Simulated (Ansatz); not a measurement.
# C3H7F2N: the cost of one run

Method: RKS B3LYP/STO-3G, in Ansatz 0.2.0.

### 1 The structure to begin with

Bond lengths: C1–C2 1.506 Å, C2–C3 1.532 Å, C3–N4 1.530 Å, C3–F5 1.330 Å, C3–F6 1.351 Å, C1–H7 1.043 Å, C1–H8 1.119 Å, C1–H9 1.162 Å, C2–H10 1.078 Å, C2–H11 1.110 Å, N4–H12 1.032 Å, N4–H13 0.960 Å. Angles (14 of 21 angles, heavy atoms first): C1–C2–C3 113.1°, C2–C3–N4 110.0°, C2–C3–F5 111.5°, C2–C3–F6 110.9°, N4–C3–F5 108.8°, N4–C3–F6 105.8°, F5–C3–F6 109.8°, C1–C2–H10 108.0°, C1–C2–H11 106.3°, C3–C2–H10 110.5°, C3–C2–H11 110.7°, C2–C1–H7 113.2°, C2–C1–H8 107.3°, C2–C1–H9 109.2°.

Structure file:

```xyz
13

C    -0.8377   -1.5371    0.2831
C     0.3543   -0.6572    0.0115
C    -0.0235    0.8071   -0.2313
N     1.2390    1.6411   -0.4608
F    -0.8194    0.9361   -1.2891
F    -0.6206    1.3368    0.8588
H    -0.5833   -2.5367    0.4378
H    -1.5339   -1.4339   -0.5871
H    -1.4154   -1.1233    1.2023
H     0.8775   -1.0585   -0.8416
H     1.0184   -0.7504    0.8956
H     0.8060    2.5474   -0.6956
H     1.5590    1.7939    0.4312
```

### 2 Relaxing end A

input.yaml

```yaml
crystal:
  periodic: [false, false, false]
  atoms:
    - { symbol: C, position_ang: [-0.8377, -1.5371, 0.2831] }
    - { symbol: C, position_ang: [0.3543, -0.6572, 0.0115] }
    - { symbol: C, position_ang: [-0.0235, 0.8071, -0.2313] }
    - { symbol: "N", position_ang: [1.239, 1.6411, -0.4608] }
    - { symbol: F, position_ang: [-0.8194, 0.9361, -1.2891] }
    - { symbol: F, position_ang: [-0.6206, 1.3368, 0.8588] }
    - { symbol: H, position_ang: [-0.5833, -2.5367, 0.4378] }
    - { symbol: H, position_ang: [-1.5339, -1.4339, -0.5871] }
    - { symbol: H, position_ang: [-1.4154, -1.1233, 1.2023] }
    - { symbol: H, position_ang: [0.8775, -1.0585, -0.8416] }
    - { symbol: H, position_ang: [1.0184, -0.7504, 0.8956] }
    - { symbol: H, position_ang: [0.806, 2.5474, -0.6956] }
    - { symbol: H, position_ang: [1.559, 1.7939, 0.4312] }
basis:
  gaussian: { orbitals: STO-3G }
hamiltonian:
  xc: b3lyp
relax:
  f_tol: 0.015
  max_steps: 40
output:
  orbitals: {}
```

Launch:

```bash
ansatz run input.yaml --threads 1 --pin off --max-ram 2048MiB --backend cpu --events-out ev --progress --plain --runs-dir out
```

Q: Estimate wall time and peak memory on 1 thread of Arm Neoverse V1, shared host.

About 36 s, with a peak of 0.12 GiB.
